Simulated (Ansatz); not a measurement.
**AlH4 (doublet): the correlation ladder at distance Al1–H4 along a hydrogen transfer = 2.279 Å, cc-pVDZ**

Aim: climb from Hartree-Fock through coupled cluster and multireference methods for AlH4 (doublet) at one geometry and basis, and see what each rung misses.

Method: cc-pVDZ, core rule «outside noble gas», up to 5 orbitals frozen; program: Ansatz 0.2.0, Gaussian basis.

Plan: UHF; CCSD(T) on ROHF; CCSD(T) on UHF; BCCD(T) on ROHF; CISD; CCSDT(Q) on ROHF; CCSDT(Q) on UHF; CCSDTQ on ROHF; CCSDTQ on UHF; CASSCF and MRCISD+Q, 3 electrons in 3 orbitals; CASSCF and NEVPT2, 3 electrons in 3 orbitals; CASSCF and MRCISD+Q, 7 electrons in 8 orbitals; CASSCF and NEVPT2, 7 electrons in 8 orbitals; Full CI.

8 further runs of the same task are left out: 8 for a known fault of the program.

### Step 1. What is computed

The geometry derives from fragments relaxed apart (PBE0/def2-TZVP) and kept rigid, so it is no stationary point. A hydrogen atom is moved between rigid fragments.

5 atoms, charge 0, spin multiplicity 2.

Atoms are counted from 1 here; the program's logs count them from 0.

Bond lengths: Al1–H2 1.586 Å, Al1–H3 1.586 Å, H4–H5 0.745 Å. Angles: H2–Al1–H3 120.0°.

As a file:

```xyz
5
charge 0, multiplicity 2
Al   -0.12081    0.00000    0.00000
H    -0.91373    1.37338    0.00000
H    -0.91373   -1.37338    0.00000
H     2.15819    0.00000    0.00000
H     2.90319    0.00000    0.00000
```

### Step 2. UHF

The input, in.yaml:

```yaml
crystal:
  periodic: [false, false, false]
  atoms:
    - {symbol: Al, position_ang: [-0.120808, 0.000000, 0.000000]}
    - {symbol: H, position_ang: [-0.913732, 1.373384, 0.000000]}
    - {symbol: H, position_ang: [-0.913732, -1.373384, 0.000000]}
    - {symbol: H, position_ang: [2.158192, 0.000000, 0.000000]}
    - {symbol: H, position_ang: [2.903192, 0.000000, 0.000000]}
basis:
  gaussian: {orbitals: cc-pVDZ}
magnetization: {spin_polarized: true, initial_magnetization: 1}
hamiltonian: {xc: hf}
output: {orbitals: {seedname: orbitals}}
```

The run is started by

```console
ansatz run in.yaml --threads 1 --pin off --events-out ev --progress --plain --max-ram 2816MiB --backend cpu
```

Further steps of the session: CCSD(T) on ROHF; CCSD(T) on UHF; BCCD(T) on ROHF; CISD; CCSDT(Q) on ROHF; CCSDT(Q) on UHF; CCSDTQ on ROHF; CCSDTQ on UHF; CASSCF and MRCISD+Q, 3 electrons in 3 orbitals; CASSCF and NEVPT2, 3 electrons in 3 orbitals; CASSCF and MRCISD+Q, 7 electrons in 8 orbitals; CASSCF and NEVPT2, 7 electrons in 8 orbitals; Full CI.

Q: Predict the results of all the runs planned. Wanted: FCI below the RHF energy; RMP2 from FCI; UMP2 from FCI; RCCSD from FCI; RCCSD(T) from FCI; UCCSD(T) from FCI; RCCSDT(Q) from FCI; UCCSDT(Q) from FCI; NEVPT2 pair from FCI.

The runs gave:

```
                         quantity                                                                                                                 value
         FCI below the RHF energy                                                                                                            -3.1867 eV
                    RMP2 from FCI                                                                                                            +819.6 meV
                    UMP2 from FCI                                                                                                            +814.2 meV
                   RCCSD from FCI                                                                                                             +52.6 meV
                RCCSD(T) from FCI                                                                                                             +15.1 meV
                UCCSD(T) from FCI                                                                                                             +14.9 meV
               RCCSDT(Q) from FCI                                                                                                              +0.2 meV
               UCCSDT(Q) from FCI                                                                                                              -0.1 meV
             NEVPT2 pair from FCI                                                                                                            +774.3 meV
           MRCISD+Q pair from FCI                                                                                                             -13.1 meV
          NEVPT2 valence from FCI                                                                                                            +624.5 meV
levels within 1 kcal/mol (43 meV)  RCCSD(T), UCCSD(T), BCCD(T), RCCSDT, UCCSDT, RCCSDT(Q), UCCSDT(Q), RCCSDTQ, UCCSDTQ, MRCISD+Q pair, MRCISD+Q valence
                    T1 diagnostic                                                                                                                 0.018
   effectively unpaired electrons                                                                                                                  1.03
```

In words: RCCSD(T) lands +15.1 meV from the yardstick (0.5 % of the correlation energy). MRCISD+Q pair falls below full CI: the +Q correction isn't variational, and the cores differ from full CI's. One determinant dominates. Of the multireference levels listed MRCISD+Q valence comes nearest in total energy (+2.2 meV), which doesn't show that its space is the better one. These misses are within one basis, not against nature; the frozen cores of restricted and unrestricted runs differ, which can shift their rows.
